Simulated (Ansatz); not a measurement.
We consider 2H MoTe₂, described by r²SCAN-D4 (PAW; Ansatz, an electronic-structure program).

Rigid layers of the crystal as relaxed at this level are moved apart or together:

```json
[
 {"run": "1", "k mesh": "12×12×4", "layer repeat (Å)": "6.68", "energy against free layers (meV/Å²)": "-14.36", "gap on the mesh (eV)": "0.580"},
 {"run": "2", "k mesh": "12×12×4", "layer repeat (Å)": "6.83", "energy against free layers (meV/Å²)": "-17.79", "gap on the mesh (eV)": "0.719"},
 {"run": "3", "k mesh": "12×12×4", "layer repeat (Å)": "6.98", "energy against free layers (meV/Å²)": "-19.43", "gap on the mesh (eV)": "0.845"},
 {"run": "4", "k mesh": "12×12×4", "layer repeat (Å)": "7.18", "energy against free layers (meV/Å²)": "-19.82", "gap on the mesh (eV)": "0.995"},
 {"run": "5", "k mesh": "12×12×4", "layer repeat (Å)": "7.48", "energy against free layers (meV/Å²)": "-18.33", "gap on the mesh (eV)": "1.104"},
 {"run": "6", "k mesh": "12×12×2", "layer repeat (Å)": "7.98", "energy against free layers (meV/Å²)": "-14.10", "gap on the mesh (eV)": "1.129"},
 {"run": "7", "k mesh": "12×12×2", "layer repeat (Å)": "8.98", "energy against free layers (meV/Å²)": "-7.22", "gap on the mesh (eV)": "1.148"},
 {"run": "8", "k mesh": "12×12×2", "layer repeat (Å)": "10.98", "energy against free layers (meV/Å²)": "-2.03", "gap on the mesh (eV)": "1.154"}
]
```

The lowest energy of these points lies at a layer repeat of 7.18 Å.

Spin–orbit coupling is not included.
